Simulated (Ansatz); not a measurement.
# C₂H₂O₂: basis-set convergence

Aim: see how fast density functionals converge with the basis set for C₂H₂O₂.

Method: one geometry, several basis sets; program: Ansatz 0.2.0, Gaussian basis.

Plan: PBE0-D4/def2-SVP; ωB97M-V/def2-SVP; PBE0-D4/def2-QZVPP; ωB97M-V/def2-QZVPP; the functionals' def2-TZVPP values are taken from earlier runs.

## 1. The geometry

An earlier PBE0-D4 in a triple-zeta def2 set relaxation fixed the geometry.

SMILES `O=C1CO1`, 6 atoms, charge 0, spin multiplicity 1.

Atoms are counted from 1 here; the program's logs count them from 0.

Bond lengths: O1–C2 1.181 Å, C2–C3 1.441 Å, C2–O4 1.323 Å, C3–O4 1.504 Å, C3–H5 1.085 Å, C3–H6 1.085 Å. Angles: O1–C2–C3 155.2°, O1–C2–O4 139.0°, C3–C2–O4 65.8°, C2–C3–O4 53.3°, C2–C3–H5 120.6°, C2–C3–H6 120.6°, O4–C3–H5 113.7°, O4–C3–H6 113.6°, H5–C3–H6 116.8°, C2–O4–C3 60.9°.

Coordinates:

```xyz
6

O    -0.7159   -1.7176    0.6680
C    -0.3556   -0.7351    0.1212
C     0.3229    0.5326    0.0200
O    -0.4518   -0.1610   -1.0670
H     1.3910    0.5749   -0.1655
H    -0.1485    1.4422    0.3770
```

## 2. PBE0-D4 in def2-SVP

Input file in.yaml:

```yaml
crystal:
  periodic: [false, false, false]
  atoms:
    - {symbol: O, position_ang: [-0.715950, -1.717637, 0.667971]}
    - {symbol: C, position_ang: [-0.355641, -0.735118, 0.121236]}
    - {symbol: C, position_ang: [0.322879, 0.532565, 0.020006]}
    - {symbol: O, position_ang: [-0.451761, -0.161005, -1.067017]}
    - {symbol: H, position_ang: [1.391039, 0.574861, -0.165517]}
    - {symbol: H, position_ang: [-0.148465, 1.442234, 0.377020]}
basis:
  gaussian: {orbitals: def2-SVP}
hamiltonian: {xc: pbe0, dispersion: d4}
output: {orbitals: {seedname: orbitals}}
```

On the command line:

```bash
$ ansatz run in.yaml --threads 2 --pin off --events-out ev --progress --plain --max-ram 4352MiB
```

Further steps of the session: ωB97M-V in def2-SVP; PBE0-D4 in def2-QZVPP; ωB97M-V in def2-QZVPP.

**Question.** What will the summary of the whole plan be? Wanted: PBE0-D4: double and triple zeta above quadruple; ωB97M-V: double and triple zeta above quadruple.

As calculated:

| quantity | value |
| --- | --- |
| PBE0-D4: double and triple zeta above quadruple | 7.55, 0.33 eV |
| ωB97M-V: double and triple zeta above quadruple | 7.75, 0.31 eV |

In words: For PBE0-D4 the step from double to triple zeta gains 7.23 eV and the next only 0.33 eV. Total energies overstate the basis error of differences, where much of it tends to cancel. The LUMO of ωB97M-V is positive and keeps falling with the basis (2.52 to 1.70 eV): an unbound level that the basis holds in place.
